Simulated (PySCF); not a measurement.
Start geometry of `C=CN=C=O` from GFN2-xTB (Å):
```
atom  x, y, z in Å
C1    -0.958   -0.396    0.819
C2    -0.639    0.393   -0.211
N3     0.594    0.450   -0.775
C4     1.769    0.055   -0.755
O5     2.853   -0.207   -0.915
H6    -1.986   -0.351    1.194
H7    -0.266   -1.031    1.296
H8    -1.312    1.068   -0.707
```

**Question.** What comes out of this run: PBE0-D3(BJ)/def2-SVP geometry optimisation, gas phase in PySCF 2.14.0?

**Answer.** 
```
atom  x, y, z in Å
C1    -0.9152   -0.4020    0.8886
C2    -0.6389    0.3940   -0.1497
N3     0.5702    0.4683   -0.8017
C4     1.7033    0.0975   -0.9314
O5     2.8162   -0.1910   -1.1427
H6    -1.9110   -0.3824    1.3337
H7    -0.1710   -1.0802    1.3131
H8    -1.3981    1.0667   -0.5598
```

The energy falls by 0.245 eV over 10 energy and gradient evaluations, the largest force component goes from 0.1467 to 2.6e-04 Eh/bohr, and the atoms move by 0.036 Å rms after alignment. The bond that changes most is C4=O5 (ends: isocyanate carbon; oxygen bonded to C), which lengthens by 0.043 Å. Bonds longer at the end by more than 0.005 Å: 4 of 7; shorter: 1. Among the angles that change most is N3–C4–O5, from 169.6° to 174.5°. Rotational constants go from 24949, 2884, 2585 to 25315, 2814, 2532 MHz. The orientation of the end geometry is arbitrary; only internal coordinates are fixed.

The run used 85 basis functions and 71 SCF cycles in all. On an Arm Neoverse V1 with one thread, shared host, this took 19 s of wall time and 0.36 GiB of memory at its peak.

No PBE0-D3(BJ)/def2-SVP frequencies stand behind this structure, so it isn't proved a minimum. The numbers are those of one conformer.
